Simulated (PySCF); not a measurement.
Molecule: methylcyclopropane (SMILES C1C(C)C1).

Structure with atom numbers: `[CH3:1][CH:2]1[CH2:3][CH2:4]1`. Hydrogens are named by the atom that carries them. Ha(C3), Ha(C4) are cis to C1 on the ring; Hb(C3), Hb(C4) are trans to C1 on the ring.

Spin–spin couplings on one PBE0-D3(BJ)/def2-SVP geometry, PySCF, gas phase, non-relativistic, equivalent pairs averaged (without the spin–dipole term); isotopes ¹³C; basis pcJ-1.

Reference values (Hz): ¹J(C2,C1) = 44.0 (measured; liquid or solution; F. J. Weigert, PhD thesis, Caltech 1968 (Carbon-13 magnetic resonance spectroscopy)).

**Question.** How do the couplings (Hz) change with the functional? Times are CPU seconds on shared hosts with different chips, so compare them loosely; the GGAs took longer than the global hybrids here, which isn't the general rule, and the cause wasn't traced.

**Answer.** 
| functional | functions | ¹J(C2,C1) | abs. error | core-s |
| --- | --- | --- | --- | --- |
| HF | 188 | 76.5 | 32.5 | 13 |
| LDA | 188 | 29.5 | 14.5 | 14 |
| PBE | 188 | 39.7 | 4.3 | 22 |
| KT2 | 188 | 30.0 | 14.0 | 22 |
| B3LYP | 188 | 46.8 | 2.8 | 12 |
| PBE0 | 188 | 44.9 | 0.9 | 15 |
| B97-2 | 188 | 44.3 | 0.3 | 12 |
| BHandHLYP | 188 | 56.0 | 12.0 | 14 |
| CAM-B3LYP | 188 | 46.8 | 2.8 | 22 |

Errors compare magnitudes, without vibrational corrections. Closest: B97-2; furthest: HF.
